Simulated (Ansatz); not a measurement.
# AlMg: the cost of one run

Computed with Ansatz 0.2.0, Gaussian basis. Level: def2-QZVPP, core rule «outside noble gas», up to 10 orbitals frozen.

To be run: UHF; ROHF; CCSD(T) on UHF.

2 further runs of the same task are left out: 2 set aside as unsound or not needed.

## 1. The system

The geometry is a PBE0/def2-TZVP stationary point (not a proven minimum) of the parent state, kept for this charge and spin.

2 atoms, charge 1, spin multiplicity 5.

Atoms are counted from 1 here; the program's logs count them from 0.

No contacts short enough for the rule that draws bonds.

## 2. UHF

File in.yaml:

```yaml
crystal:
  periodic: [false, false, false]
  atoms:
    - {symbol: Al, position_ang: [0.000000, 0.000000, 0.000000]}
    - {symbol: Mg, position_ang: [0.000000, 0.000000, 2.704200]}
basis:
  gaussian: {orbitals: "def2-QZVPP.json"}
total_charge: 1
magnetization: {spin_polarized: true, initial_magnetization: 4}
hamiltonian: {xc: hf}
output: {orbitals: {seedname: orbitals}}
```

Started as:

```console
> ansatz run in.yaml --threads 1 --pin off --events-out ev --progress --plain --max-ram 2393MiB
```

Q: Estimate wall time and peak memory on 1 thread of Arm Neoverse V2, shared host.

About 9.5 s, with a peak of 0.27 GiB.
